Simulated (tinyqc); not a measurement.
UHF in the sto-6g basis, for OH+, spin multiplicity 3, step by step. This run ends on a higher stationary point, not on the lowest solution. One step of it, computed by the program tinyqc.

Task: Iteration 3: DIIS coefficients. Solve [B -1; -1 0][c; lambda] = [0; -1] for the coefficients, which sum to one.

B (overlaps of the stored error matrices):
```
                1               2               3
1   3.6653346e-02  -2.6273740e-03  -2.3915297e-03
2  -2.6273740e-03   3.9926500e-02   3.1206251e-02
3  -2.3915297e-03   3.1206251e-02   2.5568709e-02
```

Give: DIIS coefficients.

Result:

DIIS coefficients: 0.3085  -1.2410  1.9325
